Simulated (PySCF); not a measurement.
**PH₂⁺, singlet: computed properties**

These are results of PBE0/[P def2-TZVP, H def2-TZVP], no relativity, density fitting, PySCF, not measurements.

The structure is a minimum.

```xyz
3
charge 1 multiplicity 1, angstrom
P     0.0000    0.0000   -0.0608
H     1.0256    0.0000    0.9346
H    -1.0256    0.0000    0.9346
```

```json
{
 "Point group": "C2v",
 "Bond lengths": "P–H 1.429 Å (×2)",
 "Bond angles": "H–P–H 91.7°",
 "Zero-point energy": "35.4 kJ/mol",
 "Principal quadrupole moments (Buckingham, traceless) about the centre of mass": "-1.63, 0.22, 1.41 D Å",
 "Lowest empty level": "-12.66 eV",
 "Rotational symmetry number": "2",
 "Entropy at 298.15 K and 1 bar": "207.0 J/(mol K)",
 "Heat capacity Cp at 298.15 K": "34.4 J/(mol K)",
 "Highest occupied level": "-16.95 eV",
 "Enthalpy at 298.15 K above 0 K": "9.98 kJ/mol",
 "Dipole moment about the centre of mass": "1.17 D",
 "Rotational constants": "8.99, 7.95, 4.219 cm⁻¹",
 "Principal polarisabilities": "14.1, 18.7, 20.2 bohr³"
}
```

Harmonic modes (masses in u: P 30.974, H 1.008):
| symmetry | ω (cm⁻¹) | IR (km/mol) | type |
| --- | --- | --- | --- |
| a1 | 1126 | 4.3 | bend |
| a1 | 2388 | 1.9 | stretch |
| b2 | 2401 | 2.2 | stretch |

In C2v the vibrations span 2a1 + b2. Here b1 is antisymmetric to the molecular plane and b2 lies in it.

Charges (e):
| atom | Mulliken | Löwdin | polar tensor | Mayer order to P1 |
| --- | --- | --- | --- | --- |
| P1 | 0.56 | 0.87 | 0.81 | – |
| H2,3 | 0.22 | 0.07 | 0.09 | 0.92 |

Mulliken populations on P1: s 5.89, p 8.42, d 0.12, f 0.01.

Counting electrons, phosphorus keeps 2 of its valence electrons outside its bonds, so the VSEPR class is AX2E1 and the expected shape is bent (C2v), as computed. The angle of 92° is close to 90°: the heavy centre bonds with nearly pure p orbitals and keeps its lone pair s-like.

This need not be the most stable arrangement of these atoms.

The final relaxation and frequency run took 3.8 s on 2 threads of a shared Arm Neoverse V1 host, with 49 basis functions and 8 gradients; the process peaked at 0.54 GiB. Launch command: `OMP_NUM_THREADS=2 python axn.py task.json out`.
